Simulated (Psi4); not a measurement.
Psi4 input (wB97X-D/6-31G*):

```
memory 1500 MB

molecule {
0 2
C     1.14995060   -0.54805815    0.07775131
C     0.10013169    0.48549506    0.15382061
O    -1.15118388   -0.08480778   -0.21949146
H    -1.80250648    0.62027496   -0.28928720
H     0.05460212    0.90627730    1.17027120
H     0.34691307    1.32963965   -0.51637605
H     2.11023961   -0.38271992    0.54416248
H     0.99972909   -1.41963110   -0.54227020
symmetry c1
no_reorient
no_com
}

set {
  basis 6-31G*
  reference uks
  scf_type pk
  dft_radial_points 99
  dft_spherical_points 590
  e_convergence 1e-8
  d_convergence 1e-7
  maxiter 150
}

e = energy('wb97x-d')
print_out(f'\nFINAL {e:.10f} DIPOLE {variable("CURRENT DIPOLE")[0]:.6f} {variable("CURRENT DIPOLE")[1]:.6f} {variable("CURRENT DIPOLE")[2]:.6f}\n')
```

What final total energy does it give?

-154.30735 Eh.
